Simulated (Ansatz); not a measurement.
Si(SiH3)H3 (Si2H6), relaxed as a singlet with RKS PBE-D4/def2-TZVP in Ansatz, starting from the GFN2-xTB geometry. Force threshold 0.02 eV/Å.

Start:

```xyz
8

Si    0.087   -0.080   -1.148
Si   -0.088    0.081    1.145
H     0.177    1.437    1.637
H     0.853   -0.799    1.844
H    -1.423   -0.277    1.634
H     1.390    0.376   -1.642
H    -0.921    0.719   -1.847
H    -0.075   -1.457   -1.624
```

Problem. Estimate the energy that the relaxation releases and the steps that it takes.

Solution. 0.09 eV, in 5 steps; 3.9 s on 2 threads of Intel Xeon Platinum 8375C on a shared host. No frequencies were taken in this run, so the end may be a saddle point.

Problem. Does the start keep its bonding and symmetry?

Solution. By distances, no bond broke or formed. The bond that changes most is Si1–Si2, from 2.31 to 2.35 Å (atoms count from 1). Point group D3 at the start, D3 at the end, both within 0.05 Å.

Problem. Predict the relaxed structure.

Solution. 
```
atom   x (Å)   y (Å)   z (Å)
 Si1   0.090  -0.082  -1.166
 Si2  -0.090   0.082   1.166
  H3   0.150   1.492   1.608
  H4   0.918  -0.803   1.830
  H5  -1.456  -0.332   1.614
  H6   1.448   0.357  -1.616
  H7  -0.935   0.783  -1.830
  H8  -0.124  -1.497  -1.606
```
Bond lengths: 1 × Si–Si 2.35 Å; 6 × H–Si 1.50 Å.
